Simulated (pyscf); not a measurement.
SiH₃⁺ + SiH₄ → SiH₄ + SiH₃⁺ (hydride transfer; singlet surface; H–Si broken, H–Si formed). Single points on ωB97X-D3(BJ)/def2-SVP structures (PySCF, gas phase). Correlated levels are frozen-core, on RHF or UHF. ΔMP2 is the change of the MP2 total energy from the triple- to the quadruple-zeta basis. Energies in kcal/mol from the separated reactants.

```
level                             barrier  reaction energy
--------------------------------  -------  ---------------
ωB97X-D3(BJ)/def2-TZVP              -27.7              0.0
PBE/def2-TZVP                       -29.4              0.0
M06-2X/def2-TZVP                        ?              0.0
HF/def2-TZVP                        -11.1              0.0
MP2/def2-QZVPP                      -23.2              0.0
CCSD(T)/def2-TZVPP                  -22.7              0.0
CCSD(T)/def2-TZVPP + ΔMP2(QZVPP)        ?              0.0
```

Problem. Fill in the missing entries.

Solution. 
- M06-2X/def2-TZVP, barrier: -25.4
- CCSD(T)/def2-TZVPP + ΔMP2(QZVPP), barrier: -23.5

Of the functionals in the table, M06-2X is closest to CCSD(T)/def2-TZVPP + ΔMP2(QZVPP) in the barrier (1.9 kcal/mol apart) and PBE least close (5.9 kcal/mol); that level has limits of its own. On the reactant side the descent ends in an adduct with a H–Si contact, 40.8 kcal/mol under the separated species and 13.1 kcal/mol under the saddle at ωB97X-D3(BJ)/def2-TZVP. On the product side the descent ends in an adduct with a H–Si contact, 40.8 kcal/mol under the separated species and 13.1 kcal/mol under the saddle at ωB97X-D3(BJ)/def2-TZVP. At ωB97X-D3(BJ), PBE, M06-2X, HF, MP2, CCSD(T), CCSD(T) the saddle lies under the separated reactants, which points to a path from their complex (located at ωB97X-D3(BJ) alone). At ωB97X-D3(BJ), PBE, M06-2X, HF, MP2, CCSD(T), CCSD(T) the saddle lies under the separated products, which points to a path from their complex (located at ωB97X-D3(BJ) alone). What is counted as formed (H–Si) is already present as a longer contact in the reactant adduct; forming that adduct is a step of its own. At the saddle there is also a short Si–Si contact that neither side keeps. This is the saddle that the search found; another between the same sides may lie lower. The angle at the transferred H is 97°: a side-on saddle, likely not the lowest. The CCSD(T) − MP2 part came from Ansatz, without density fitting, on the same reference.
